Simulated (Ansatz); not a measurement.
**Worked example: correlation energy of [OH···H···Br], doublet**

Geometry: a point of a hydrogen-transfer path between rigid fragments, not a stationary point.

```yaml
atoms:
  - { symbol: O, position_ang: [-0.9627, -0.2316, 0.0000] }
  - { symbol: H, position_ang: [-1.2120, 0.6949, 0.0000] }
  - { symbol: H, position_ang: [0.3223, -0.2316, 0.0000] }
  - { symbol: Br, position_ang: [1.8523, -0.2316, 0.0000] }
```

Basis cc-pVDZ; Ansatz 0.2.0. Correlated methods freeze the noble-gas cores and the filled d shells of p-block atoms, which leaves 15 electrons in 36 orbitals. Prefix R: restricted or restricted open-shell reference; prefix U: unrestricted. No spin–orbit coupling is included, and no scalar relativity.

Full CI isn't at hand for all of this; UCCSDT(Q) serves as the reference, and is uncertain by about the last step of the cluster series.

Runs differ by some tens of microhartree through their thresholds and, for an open shell, their frozen cores, so steps under 0.03 kcal/mol mean nothing.

```json
{"level": "UHF", "total energy (hartree)": "-2648.339203"}
{"level": "UMP2", "total energy (hartree)": "-2648.632688"}
{"level": "UCCSD", "total energy (hartree)": "-2648.662780"}
{"level": "UCCSD(T)", "total energy (hartree)": "-2648.668848"}
{"level": "UCCSDT", "total energy (hartree)": "-2648.669525"}
{"level": "UCCSDT(Q)", "total energy (hartree)": "-2648.670256"}
```

What is the correlation energy at UCCSDT(Q), and what share of it do UMP2 and UCCSD recover?

E(corr) = -2648.670256 − (-2648.339203) = -0.331053 hartree = -9.008 eV. UMP2: -0.293485 / -0.331053 = 88.65 %. UCCSD: -0.323577 / -0.331053 = 97.74 %.

By how many kcal/mol does UCCSD(T) miss UCCSDT(Q) (1 hartree = 627.509 kcal/mol), and which steps make up the rest?

-2648.668848 − (-2648.670256) = 0.001408 hartree = 0.88 kcal/mol. Steps: UCCSDT − UCCSD(T) = -0.42, UCCSDT(Q) − UCCSDT = -0.46 kcal/mol. Differences between like states or geometries often cancel part of this.
